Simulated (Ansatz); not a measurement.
## How far each method lies from full CI for SiH$_{4}$, triplet

All five atoms lie in one plane.

Geometry: a point of a breathe scan, not a stationary point.

```yaml
atoms:
  - { symbol: Si, position_ang: [0.0000, 0.0000, 0.0000] }
  - { symbol: H, position_ang: [-0.0233, 2.1919, 2.1767] }
  - { symbol: H, position_ang: [-0.0333, -2.1768, 2.1917] }
  - { symbol: H, position_ang: [0.0333, 2.1768, -2.1917] }
  - { symbol: H, position_ang: [0.0233, -2.1919, -2.1767] }
```

Basis 6-31G; Ansatz 0.2.0. Correlated methods freeze the noble-gas cores, which leaves 8 electrons in 16 orbitals. R marks a restricted (for open shells ROHF) determinant, U an unrestricted one. Active spaces: valence = (8e, 8o) chosen from the atoms' valence shells.

Full CI is exact within this basis and frozen core; it isn't the basis-set limit. The frozen core follows each run's orbitals, which can shift R against U totals by a few meV.

Unrestricted rows (U) aren't spin-pure: their determinants' ⟨S²⟩ exceeds S(S+1) by up to 1.73, so they mix in states of higher spin. Coupled cluster chose its determinant by a search with trial CCSD, here up to 2.19 eV above the lowest Hartree–Fock solution of its kind.

The R cluster runs have T1 = 0.082 on a determinant 2.19 eV above the lowest RHF solution, and RCCSD ends 1.21 eV below full CI, on another root of its equations, so RMP2, RCCSD, RCCSD(T), RCCSDT(Q), RCCSDT aren't compared. BCCD(T) turns its orbitals far from the restricted determinant (T1 = 0.238 for the singles of that rotation), so its spin and state can't be checked, and it isn't compared.

The UHF ⟨S²⟩ is 3.728, the T1 diagnostic (RCCSD) is 0.0815 and the largest doubles amplitude (RCCSD) is 0.692. The T1 diagnostic (UCCSD) is 0.0586.

**Question.** From what is known of these methods and the diagnostics, rank them by the size of their error in total energy against full CI in 6-31G, smallest first (an estimate: the text doesn't fix the numbers).
A. UCCSD(T)
B. MRCISD (valence space)
C. UCCSDT
D. UHF
E. UMP2

**Answer.** B (1.5 kJ/mol), C (2.6 kJ/mol), A (5.6 kJ/mol), E (61.5 kJ/mol), D (108.1 kJ/mol).

All errors are against full CI in 6-31G. With T1 at 0.082 and a doubles amplitude of 0.69 one determinant is a poor start. Within each family the higher level lies nearer, as is usual though not guaranteed.

The full-CI state has the irrep Ag of D2h, in the program's axes (one component, if the state is degenerate).

Its occupations show that no single determinant describes this state well.

Natural occupations of full CI about the gap: 1.946 1.531 1.531 1.003 0.997 0.468 0.468 0.037 0.007 0.005; effectively unpaired electrons, Σ n²(2−n)², 4.08.
